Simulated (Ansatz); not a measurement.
Input file:

```yaml
crystal:
  periodic: [false, false, false]
  atoms:
    - {symbol: Si, position_ang: [0.000000, 0.000000, 2.310310]}
    - {symbol: Mg, position_ang: [0.000000, 0.000000, -0.300285]}
    - {symbol: H, position_ang: [0.000000, 0.000000, -2.010025]}
basis:
  gaussian: {orbitals: 6-31G}
total_charge: 1
magnetization: {spin_polarized: true, initial_magnetization: 2}
hamiltonian: {xc: {name: B3LYP}}
correlation: {method: bccd_t, electrons: outside_noble_gas, diis_vectors: 4}
accuracy: high
scf: {lower_state_search: light}
```

```sh
$ ansatz run in.yaml --threads 1 --pin off --events-out ev --progress --plain --max-ram 2393MiB
```

The program prints:

```
572 factors; integrals over basis functions are off by at most 2.7e-9 eV
mean field evaluation 1: about -13326.6876 eV, gradient 8.3e0 eV
mean field evaluation 2: about -13326.7271 eV, gradient 8.2e0 eV
mean field evaluation 4: about -13327.4352 eV, gradient 1.5e0 eV
mean field evaluation 8: about -13327.4705 eV, gradient 2.1e-2 eV
mean field evaluation 16: about -13327.4705 eV, gradient 1.7e-5 eV
mean field evaluation 32: about -13327.4705 eV, gradient 2.7e-8 eV
mean field -13327.47050701 eV, -489.7755074486 hartree, gradient 5.1e-8 eV, S^2 2.009009; 4 other end points of the search recorded, 0 dependent functions left out
10 core orbitals not correlated: weight in the atoms' cores, before any rotation towards them, 1.000 or more for the frozen orbitals, at most 0.000 for the correlated occupied ones
reference -13299.04651061 eV, -488.7309448473 hartree; 4, 2 occupied and 14, 16 virtual orbitals, 572 factors
second order -1.02573342 eV of doubles, -0.14584495 eV of singles
cycle   1  -1.47038174 eV  change   -3.0e-1 eV  update   6.0e-2
cycle   2  -1.63878221 eV  change   -1.7e-1 eV  update   2.8e-2
cycle   3  -1.65327979 eV  change   -1.4e-2 eV  update   1.0e-2
cycle   4  -1.65690440 eV  change   -3.6e-3 eV  update   6.1e-3
...
cycle  21  -1.65425276 eV  change    1.2e-8 eV  update   5.4e-8
cycle  22  -1.65425277 eV  change   -1.1e-8 eV  update   3.7e-8
cycle  23  -1.65425275 eV  change    2.7e-8 eV  update   2.2e-8
cycle  24  -1.65425268 eV  change    6.7e-8 eV  update   7.7e-8
cycle  25  -1.65425263 eV  change    4.6e-8 eV  update   3.2e-8
cycle  26  -1.65425261 eV  change    1.7e-8 eV  update   1.4e-8
cycle  27  -1.65425261 eV  change    2.9e-9 eV  update   6.0e-9
cycle  28  -1.65425261 eV  change   2.5e-11 eV  update   3.1e-9
cycle  29  -1.65425261 eV  change  -5.8e-10 eV  update   1.4e-9
cycle  30  -1.65425261 eV  change  -3.4e-10 eV  update  6.6e-10
perturbative correction -0.01622595 eV, -0.0005962928 hartree
Total energy: -13300.71698917 eV, -488.7923338023 hartree
```

Ran on 1 thread of Arm Neoverse V2, shared host: 6 s wall, 0.15 GiB peak host memory.
